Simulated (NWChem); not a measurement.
Species: Si cation, doublet

Results from NWChem. Spin-unrestricted. The open p shell is one determinant without spherical averaging. No stability test was run on the SCF state. Fermi-contact couplings, non-relativistic, static geometry.

### Question
What does the run give for TPSSh/pcJ-1? Quantities: A(iso) 29Si atom 1 (MHz); <S²>.

### Answer
```yaml
A(iso) 29Si atom 1 (MHz): 27.5
"<S²>": 0.754
```
